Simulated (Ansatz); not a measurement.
# S3: the cost of one run

Method: the levels named in each step, in Ansatz 0.2.0.

## 1. Starting point

Bond lengths: S1–S2 1.930 Å, S2–S3 1.929 Å. Angles: S1–S2–S3 115.9°.

As a file:

```xyz
3

S    -1.5765   -0.5539   -0.0035
S    -0.0899    0.6763   -0.0028
S     1.6665   -0.1224    0.0064
```

## 2. A rough first relaxation, PBE-D4/def2-SVP

This run stands in another session on the same molecule. It ended at:

```xyz
3

S    -1.6257   -0.5510   -0.0037
S    -0.0875    0.6577   -0.0027
S     1.7133   -0.1068    0.0065
```

## 3. Relaxation, HF/STO-3G

File input.yaml:

```yaml
crystal:
  periodic: [false, false, false]
  atoms:
    - { symbol: S, position_ang: [-1.6257482, -0.55097352, -0.00372559] }
    - { symbol: S, position_ang: [-0.08746463, 0.65774652, -0.00274251] }
    - { symbol: S, position_ang: [1.71328284, -0.10676301, 0.0064781] }
basis:
  gaussian: { orbitals: STO-3G }
hamiltonian:
  xc: hf
relax:
  f_tol: 0.002
  max_steps: 150
```

Started as:

```console
ansatz run input.yaml --threads 2 --pin off --max-ram 5120MiB --backend cpu --events-out ev --progress --plain --runs-dir out
```

What time and memory should one allow on 2 threads of Intel Xeon at 2.50GHz (Skylake/Cascade Lake), shared host?

About 2.5 s, with a peak of 0.087 GiB.
